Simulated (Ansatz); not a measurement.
# H2SSi: the cost of one run

Program: the Python package of Ansatz 0.2.0. The levels of theory stand in the script. These are calculated values, not measurements.

### Step 1. The system

Bond lengths: Si1–S2 2.183 Å, Si1–H3 1.392 Å, S2–H4 1.279 Å. Angles: Si1–S2–H4 100.4°, S2–Si1–H3 109.2°.

The script holds or builds the structure itself.

### Step 2. The script

Contents of run_x2c.py:

```python
import ansatz as az
import numpy as np

GEOMETRY = '''
Si   -0.10840   -1.01350    0.23790
S     0.12230    1.09230   -0.28820
H     0.97210   -1.41030    1.02130
H    -0.93050    1.27110   -0.99130
'''


def main() -> None:
    h2ssi = az.Crystal.molecule()
    for line in GEOMETRY.strip().splitlines():
        symbol, *xyz = line.split()
        h2ssi = h2ssi.atom(symbol, [float(v) for v in xyz])

    calculation = h2ssi.calculation().functional('PBE').forces()
    sets = {'none': 'cc-pVTZ', 'scalar': 'cc-pVTZ-DK'}
    found = {kind: calculation.basis(gaussian=basis).pseudopotentials(relativity=kind).run().report for kind, basis in sets.items()}
    for kind, each in found.items():
        dipole = 4.803205 * np.linalg.norm(each['charge_distribution']['dipole_moment_e_ang'])
        print(f'{kind:7s} E = {each["free_energy_ev"]:.4f} eV  dipole {dipole:.3f} D  largest force component {np.abs(each["forces_ev_ang"]).max():.4f} eV/A')
    print(f'relativity lowers the total energy by {found["none"]["free_energy_ev"] - found["scalar"]["free_energy_ev"]:.3f} eV')


if __name__ == '__main__':
    main()
```

### Step 3. The calls as engine input

The engine receives this input (first run):

```yaml
crystal:
  periodic: [false, false, false]
  atoms:
    - { symbol: Si, position_ang: [-0.1084, -1.0135, 0.2379] }
    - { symbol: S, position_ang: [0.1223, 1.0923, -0.2882] }
    - { symbol: H, position_ang: [0.9721, -1.4103, 1.0213] }
    - { symbol: H, position_ang: [-0.9305, 1.2711, -0.9913] }
basis:
  gaussian:
    orbitals: cc-pVTZ
hamiltonian:
  xc: pbe
  pseudopotentials:
    relativity: none
output:
  forces: true
```

### Step 4. Launch

On the command line:

```sh
$ python run_x2c.py
```

What time and memory should one allow on 1 thread of Arm Neoverse V1, shared host?

About 3.1 s, with a peak of 0.18 GiB.
